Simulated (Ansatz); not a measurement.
`CNC` → `[CH2]` (triplet) + CH₃NH₂ at 298.15 K and 1 bar (formal loss of a carbene).

Isolated molecules relaxed with PBE0-D4/def2-TZVP in Ansatz; ΔE leaves out vibrations. CCSD(T)/CBS is the MP2 limit (def2-TZVPP, def2-QZVPP) plus CCSD(T) − MP2 in def2-TZVPP, frozen cores. This one scheme is used for every species. Triplets are unrestricted, without spin–orbit coupling.

| species | CCSD(T)/CBS energy (Eh) | H − E (kJ/mol) | S (J/(mol·K)) |
| --- | --- | --- | --- |
| `CNC` | -135.00321 | 256.9 | 271.4 |
| `[CH2]` (triplet) | -39.09499 | 55.4 | 195.3 |
| CH₃NH₂ | -95.75281 | 180.0 | 240.4 |

H − E and S are ideal-gas, rigid-rotor, harmonic terms from PBE0-D4/def2-TZVP, with the whole ground term of open shells counted as degenerate. 1 Eh = 2625.50 kJ/mol, R = 8.31446 J/(mol·K).

**Question.** By hand: ΔE, ΔH, ΔS and ΔG.

**Answer.** ΔE = (-39.09499) + (-95.75281) − (-135.00321) = 0.15541 Eh = 408.0 kJ/mol. Δ(H − E) = 55.4 + 180.0 − 256.9 = -21.5, so ΔH = 386.5 kJ/mol. ΔS = 195.3 + 240.4 − 271.4 = 164.3 J/(mol·K). ΔG = 386.5 − 298.15 × (164.3)/1000 = 337.5 kJ/mol.

**Question.** By hand: the equilibrium constant, and the temperature at which ΔG would vanish if ΔH and ΔS stayed fixed.

**Answer.** log₁₀ K = −ΔG/(RT ln 10) = -59.1. ΔG = 0 at ΔH/ΔS = 2352 K.

The number of gas molecules changes by +1, which sets the sign of ΔS. A doubt of 5 kJ/mol in ΔE shifts log₁₀ K by 0.9 here. A triplet takes part, so the spin changes. These are equilibria of isolated gas molecules and say nothing of rates. Largest T1 diagnostic: 0.011 (customary marks: 0.02 for closed shells, 0.045 for open ones).
